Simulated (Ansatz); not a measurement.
`FC1=C(F)S1`. Total charge 0; spin multiplicity 1.

```xyz
5

F    -1.258   -0.125   -1.431
C    -0.480    0.076   -0.422
C     0.517   -0.232    0.304
F     1.523   -0.987    0.595
S    -0.302    1.268    0.953
```

**Question.** What are the harmonic wavenumbers in cm⁻¹ at PBE0-D4/def2-TZVP (Ansatz, finite differences of forces, unscaled)? (Estimate.)

**Answer.** The calculation gave: 206, 265, 290, 497, 668, 677, 952, 1298, 2117.

**Question.** Is this a minimum?

**Answer.** Yes, all 9 modes are real.

**Question.** Give the ideal-gas thermochemistry at 298.15 K and 1 bar (rigid rotor, harmonic oscillator; point group C2v, symmetry number 2).

**Answer.** Zero-point energy 41.7 kJ/mol; H(298) − E = 56.8 kJ/mol; entropy 298.0 J/(mol·K), of which translation 165.5, rotation 104.6, vibration 27.9; G(298) − E = -32.0 kJ/mol.

**Question.** And at 400, 500, 600, 800 and 1000 K?

**Answer.** 
```
T (K)  H − E (kJ/mol)  S (J/mol/K)  G − E (kJ/mol)
  400            64.4        319.9           -63.5
  500            72.6        338.1           -96.5
  600            81.3        354.0          -131.1
  800            99.8        380.5          -204.6
 1000           119.2        402.1          -282.9
```

**Question.** Rotational constants (cm⁻¹)?

**Answer.** 0.1728, 0.1304, 0.07432.
